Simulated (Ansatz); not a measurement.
# SiO (SMILES O=[Si]): functionals against CCSD(T) at one geometry

The task here is to estimate one member of a computed series from the others.

Program: Ansatz 0.2.0, Gaussian basis. Level of theory: single points in def2-TZVPP. These are calculated values, not measurements.

Cores are frozen in the correlated methods.

## The system as given

SMILES `O=[Si]`, 2 atoms, charge 0, spin multiplicity 1.

Atoms are counted from 1 here; the program's logs count them from 0.

Bond lengths: O1–Si2 1.707 Å.

Coordinates:

```xyz
2
OSi
O    -0.76250    0.31450   -0.51560
Si    0.61560   -0.28550    0.29260
```

Set-up of the first run:

run/in.yaml reads:

```yaml
crystal:
  periodic: [false, false, false]
  atoms:
    - {symbol: O, position_ang: [-0.762500, 0.314500, -0.515600]}
    - {symbol: Si, position_ang: [0.615600, -0.285500, 0.292600]}
basis:
  gaussian: {orbitals: def2-TZVPP}
correlation: {method: ccsd_t}
output: {forces: true}
```

No record of the launch command was kept for these runs.

Steps of the session up to this table: CCSD(T)/def2-TZVPP; PBE0-D4/def2-TZVPP; wB97M-V/def2-TZVPP; r2SCAN-D4/def2-TZVPP; PBE-D4/def2-TZVPP; revPBE-D4/def2-TZVPP; B97M-V/def2-TZVPP.

One of the session's tables, all rows but one given; the rest of the session is left out.

```
   method  RMS force component (eV/Å)  dipole (D)
  CCSD(T)                       3.591        3.38
  PBE0-D4                       4.085        3.76
  wB97M-V                       4.222        4.03
r2SCAN-D4                       3.821        3.49
   PBE-D4                       3.374        3.35
revPBE-D4                       3.277        3.30
   B97M-V                           ?           ?
```

Estimate the missing values for B97M-V.

The run gave: RMS force component (eV/Å): 4.000; dipole (D): 3.53. In the column «RMS force component (eV/Å)» it lies between r2SCAN-D4 (3.821) and PBE0-D4 (4.085).
